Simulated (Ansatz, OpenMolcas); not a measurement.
## NH (imidogen): the energy, rung by rung

NH has 2 atoms, charge 0, and is taken as a triplet. SMILES: `[NH]`. The bond length is the measured one.

```xyz
2

N     0.0000    0.0000    0.0000
H     0.0000    0.0000    1.0362
```

Each level gives the energy change with the N1–H2 bond stretched from 1.036 to 1.554 Å (eV). The values are calculated.

| level | kind | program | value (eV) | CPU time (all runs) |
| --- | --- | --- | --- | --- |
| USVWN5/6-311G** | LDA | Ansatz | 1.67 | 0.7 s |
| UBLYP/6-311G** | GGA | Ansatz | 1.65 | 1.1 s |
| U-r2SCAN0/6-311G** | hybrid meta-GGA | Ansatz | 1.96 | 2.9 s |
| UPBE0/6-311G** | global hybrid | Ansatz | 1.94 | 1.2 s |
| U-wB97M-V/6-311G** | range-separated hybrid | Ansatz | 1.96 | 9.1 s |
| UB2PLYP/6-311G** | double hybrid | Ansatz | 1.98 | 1.4 s |
| UMP2/6-311G** | perturbation theory | Ansatz | 2.25 | 0.23 s |
| UCCSD(T)/6-311G** | coupled cluster or CI | Ansatz | 1.75 | 0.7 s |
| UCCSDT(Q)/6-311G** | coupled cluster or CI | Ansatz | 1.72 | 5 s |
| FCI/3-21G | exact in the basis | OpenMolcas | 1.17 | 4.6 s |

The first shape isn't each level's own minimum. The values span 1.17 to 2.25 eV. Spin contamination of the reference (⟨S²⟩ at least 0.1 too high) touches U-r2SCAN0/6-311G**, UB2PLYP/6-311G**, UMP2/6-311G**, UCCSD(T)/6-311G**, UCCSDT(Q)/6-311G**. The coupled-cluster rows rest on a doubtful reference here (large T1 or Brueckner and Hartree–Fock orbitals at odds), and rows may lie in different states. High-level rows in very small sets aren't better than simpler rows in larger ones. Times are those of the runs behind each value, whatever else they computed, on shared processors of several kinds: orders of magnitude only.
